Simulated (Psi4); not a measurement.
Process, species as SMILES: N (NH3) + H+ → [NH4+]
B3LYP-D3(BJ)/def2-TZVP geometries, fixed; electronic energies without zero-point terms; positive where energy is released.
Largest species:
```
N
H 1 1.0250
H 1 1.0250 2 109.47
H 1 1.0250 2 109.47 3 120.00
H 1 1.0250 2 109.47 4 120.00
```
Charge +1, spin multiplicity 1.

Basis-set convergence of the proton affinity at MP2 with Psi4. Cartesian d functions, on some or all atoms, in 6-31G*, 6-31+G*; all else is spherical. Density fitting with the program's default auxiliary sets. Cores are frozen. Psi4's default fitting sets serve the pcseg sets less well. No added dispersion term, no relativity. Functions are those of the species that has most. Reference: Hartree-Fock in aug-cc-pVQZ plus the correlation part extrapolated as X^-3 from aug-cc-pVTZ and aug-cc-pVQZ, 210.49 kcal/mol, itself unsure by roughly 0.06 kcal/mol (a third of the extrapolation step and of the last Hartree-Fock step). Deviations are taken from unrounded values.

```
basis        functions  proton affinity (kcal/mol)
-----------  ---------  --------------------------
6-31G*              23                      217.18
6-31+G*             27                      212.08
cc-pVDZ             34                      218.87
aug-cc-pVDZ         59                      210.20
def2-SVP            34                      219.97
def2-SVPD           52                      211.46
pcseg-1             34                      215.24
aug-pcseg-1         59                      209.99
6-311G**            42                      217.38
6-311+G**           46                      213.51
def2-TZVP           55                      212.07
def2-TZVPD          73                      210.37
cc-pVTZ             86                      213.72
aug-cc-pVTZ        138                      210.59
pcseg-2             86                      212.35
aug-pcseg-2        138                      211.24
def2-TZVPP          87                      212.54
def2-TZVPPD        105                      211.21
cc-pVQZ            175                      211.85
aug-cc-pVQZ        264                      210.57
def2-QZVPP         177                      211.19
def2-QZVPPD        195                      210.90
pcseg-3            192                      211.14
aug-pcseg-3        281                      211.01
```

What the diffuse functions change, pair by pair:
- 6-31G* to 6-31+G*: 4 more functions, deviation 6.69 to 1.59 kcal/mol
- cc-pVDZ to aug-cc-pVDZ: 25 more functions, deviation 8.38 to -0.29 kcal/mol
- def2-SVP to def2-SVPD: 18 more functions, deviation 9.48 to 0.98 kcal/mol
- pcseg-1 to aug-pcseg-1: 25 more functions, deviation 4.75 to -0.50 kcal/mol
- 6-311G** to 6-311+G**: 4 more functions, deviation 6.89 to 3.02 kcal/mol
- def2-TZVP to def2-TZVPD: 18 more functions, deviation 1.58 to -0.11 kcal/mol
- cc-pVTZ to aug-cc-pVTZ: 52 more functions, deviation 3.24 to 0.11 kcal/mol
- pcseg-2 to aug-pcseg-2: 52 more functions, deviation 1.86 to 0.75 kcal/mol
- def2-TZVPP to def2-TZVPPD: 18 more functions, deviation 2.05 to 0.72 kcal/mol
- cc-pVQZ to aug-cc-pVQZ: 89 more functions, deviation 1.36 to 0.09 kcal/mol
- def2-QZVPP to def2-QZVPPD: 18 more functions, deviation 0.70 to 0.41 kcal/mol
- pcseg-3 to aug-pcseg-3: 89 more functions, deviation 0.65 to 0.52 kcal/mol

Leaving out the reference's own pair, they bring the value nearer the reference by more than 0.06 kcal/mol in 11 of 11 pairs.
